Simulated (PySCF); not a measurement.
Input file for PySCF: D3(BJ) and D4 dispersion corrections on C2H9NO (a complex).

```python
from pyscf import gto
from pyscf.dispersion import dftd3, dftd4

mol = gto.M(
    atom='''
    O    -1.49849168    0.71534576   -0.00289490
    H    -0.52594768    0.74122576   -0.00794190
    C    -1.86824268   -0.64440024   -0.00766690
    H    -2.95449568   -0.69368024   -0.00341590
    H    -1.51497768   -1.17513624   -0.89702390
    H    -1.50765168   -1.18330524    0.87379910
    N     1.44034232    0.63138276   -0.01269290
    H     1.81096132    1.13915976    0.78043910
    H     1.81108432    1.09572176   -0.83195190
    C     1.91809432   -0.75465024    0.02476810
    H     1.52620932   -1.28867524   -0.83742390
    H     3.00480532   -0.86138524    0.02780210
    H     1.52596732   -1.24138024    0.91440010
    ''',
    basis='def2-svp',
    charge=0, spin=0, verbose=0, max_memory=1800)
d3, d4 = {}, {}
for xc in ['hf', 'pbe', 'blyp', 'revpbe', 'tpss', 'r2scan', 'b3lyp', 'pbe0', 'bhlyp', 'camb3lyp', 'b2plyp']:
    d3[xc] = float(dftd3.DFTD3Dispersion(mol, xc=xc, version='d3bj', atm=False).get_dispersion()['energy'])
    print(f'D3(BJ) {xc:10s} {d3[xc]:14.8f} Eh')
for xc in ['hf', 'pbe', 'blyp', 'revpbe', 'tpss', 'r2scan', 'b3lyp', 'pbe0', 'bhlyp', 'camb3lyp', 'b2plyp']:
    d4[xc] = float(dftd4.DFTD4Dispersion(mol, xc={'camb3lyp': 'cam-b3lyp'}.get(xc, xc), atm=True).get_dispersion()['energy'])
    print(f'D4     {xc:10s} {d4[xc]:14.8f} Eh')
```

Program output:

```
D3(BJ) hf            -0.05157229 Eh
D3(BJ) pbe           -0.00658392 Eh
D3(BJ) blyp          -0.01292639 Eh
D3(BJ) revpbe        -0.01698681 Eh
D3(BJ) tpss          -0.00799816 Eh
D3(BJ) r2scan        -0.00195563 Eh
D3(BJ) b3lyp         -0.01048156 Eh
D3(BJ) pbe0          -0.00550288 Eh
D3(BJ) bhlyp         -0.00773924 Eh
D3(BJ) camb3lyp      -0.00466465 Eh
D3(BJ) b2plyp        -0.00460964 Eh
D4     hf            -0.02089506 Eh
D4     pbe           -0.00560033 Eh
D4     blyp          -0.01224093 Eh
D4     revpbe        -0.01982116 Eh
D4     tpss          -0.00752375 Eh
D4     r2scan        -0.00159735 Eh
D4     b3lyp         -0.00868875 Eh
D4     pbe0          -0.00474156 Eh
D4     bhlyp         -0.00579295 Eh
D4     camb3lyp      -0.00470660 Eh
D4     b2plyp        -0.00394431 Eh
```

The run finished.

Cost: about 0.010 core-seconds (a rough figure).
